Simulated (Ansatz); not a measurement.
We consider hcp Zr, described by PBE0-D3(BJ) in Ansatz (plane waves, PAW).

Settings: plane-wave cutoff 460 eV, 9×9×6 k mesh (along the axes of the cell as run), Fermi–Dirac smearing 0.05 eV, scalar-relativistic PAW data made under PBE.

Computed at the level's own relaxed cell.

**Question.** What does this level give for the equilibrium lattice constant a and c axis length?

**Answer.** 
- equilibrium lattice constant a: 3.212 Å
- c axis length: 5.032 Å

Measured, for comparison: lattice constant a 3.232 Å, lattice parameter c 5.148 Å (293 K, no zero-point or thermal correction; as tabulated in Wikipedia's data pages). Computed (rounded) less measured: lattice constant a -0.6 %, lattice parameter c -2.3 %. A static lattice is as a rule a little smaller and stiffer than an uncorrected measurement, which narrows the difference in the lattice constant a and would widen misses of the other sign.

The result took roughly 18 core-minutes.

Ansatz is a quantum-chemistry and plane-wave program.
